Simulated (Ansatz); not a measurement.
**CH6Si (singlet): wave-function methods side by side, cc-pV(D+d)Z**

Aim: climb from Hartree-Fock through coupled cluster and multireference methods for CH6Si (singlet) at one geometry and basis, and see what each rung misses.

Program: Ansatz 0.2.0, Gaussian basis. Level of theory: cc-pV(D+d)Z, core rule «outside noble gas», up to 6 orbitals frozen. These are calculated values, not measurements.

The runs, in order: UHF; CCSD(T) on RHF; BCCD(T) on RHF; CISD; CCSDT(Q) on RHF; CASSCF and MRCISD+Q, 8 electrons in 8 orbitals; CASSCF and NEVPT2, 8 electrons in 8 orbitals.

19 further runs of the same task are left out: 2 that didn't finish, 17 set aside as unsound or not needed.

## Step 1: The system

The geometry is an MP2(full)/6-31G* stationary point (not a proven minimum).

8 atoms, charge 0, spin multiplicity 1.

Atoms are counted from 1 here; the program's logs count them from 0.

Bond lengths: C1–Si2 1.880 Å, C1–H3 1.092 Å, C1–H4 1.092 Å, C1–H5 1.092 Å, Si2–H6 1.486 Å, Si2–H7 1.486 Å, Si2–H8 1.486 Å. Angles: Si2–C1–H3 111.0°, Si2–C1–H4 111.0°, Si2–C1–H5 111.0°, H3–C1–H4 107.9°, H3–C1–H5 107.9°, H4–C1–H5 107.9°, C1–Si2–H6 110.6°, C1–Si2–H7 110.6°, C1–Si2–H8 110.6°, H6–Si2–H7 108.3°, H6–Si2–H8 108.3°, H7–Si2–H8 108.3°.

Coordinates:

```xyz
8

C     0.0000    0.0000   -1.2762
Si    0.0000    0.0000    0.6040
H     0.0000   -1.0198   -1.6681
H    -0.8831    0.5099   -1.6681
H     0.8831    0.5099   -1.6681
H     0.0000    1.3912    1.1270
H    -1.2048   -0.6956    1.1270
H     1.2048   -0.6956    1.1270
```

## Step 2: UHF

in.yaml reads:

```yaml
crystal:
  periodic: [false, false, false]
  atoms:
    - {symbol: C, position_ang: [0.000000, 0.000000, -1.276165]}
    - {symbol: Si, position_ang: [0.000000, 0.000000, 0.604004]}
    - {symbol: H, position_ang: [0.000000, -1.019762, -1.668062]}
    - {symbol: H, position_ang: [-0.883140, 0.509881, -1.668062]}
    - {symbol: H, position_ang: [0.883140, 0.509881, -1.668062]}
    - {symbol: H, position_ang: [0.000000, 1.391234, 1.126983]}
    - {symbol: H, position_ang: [-1.204844, -0.695617, 1.126983]}
    - {symbol: H, position_ang: [1.204844, -0.695617, 1.126983]}
basis:
  gaussian: {orbitals: "cc-pV(D+d)Z.json"}
magnetization: {spin_polarized: true, initial_magnetization: 0}
hamiltonian: {xc: hf}
output: {orbitals: {seedname: orbitals}}
```

The run is started by

```bash
$ ansatz run in.yaml --threads 1 --pin off --events-out ev --progress --plain --max-ram 4160MiB --backend cpu
```

After this run come: CCSD(T) on RHF; BCCD(T) on RHF; CISD; CCSDT(Q) on RHF; CASSCF and MRCISD+Q, 8 electrons in 8 orbitals; CASSCF and NEVPT2, 8 electrons in 8 orbitals.

**Question.** What will the summary of the whole plan be? Wanted: RCCSDT(Q) below the RHF energy; RMP2 from RCCSDT(Q); RCCSD from RCCSDT(Q); RCCSD(T) from RCCSDT(Q); MRCISD+Q frontier from RCCSDT(Q); T1 diagnostic.

The runs gave:

| quantity | value |
| --- | --- |
| RCCSDT(Q) below the RHF energy | -8.4376 eV |
| RMP2 from RCCSDT(Q) | +1397.9 meV |
| RCCSD from RCCSDT(Q) | +223.8 meV |
| RCCSD(T) from RCCSDT(Q) | +32.4 meV |
| MRCISD+Q frontier from RCCSDT(Q) | +34.6 meV |
| levels within 1 kcal/mol (43 meV) | RCCSD(T), BCCD(T), RCCSDT, MRCISD+Q frontier |
| T1 diagnostic | 0.009 |

**Reading.** RCCSD(T) lands +32.4 meV from the yardstick (0.4 % of the correlation energy). These misses are within one basis, not against nature.
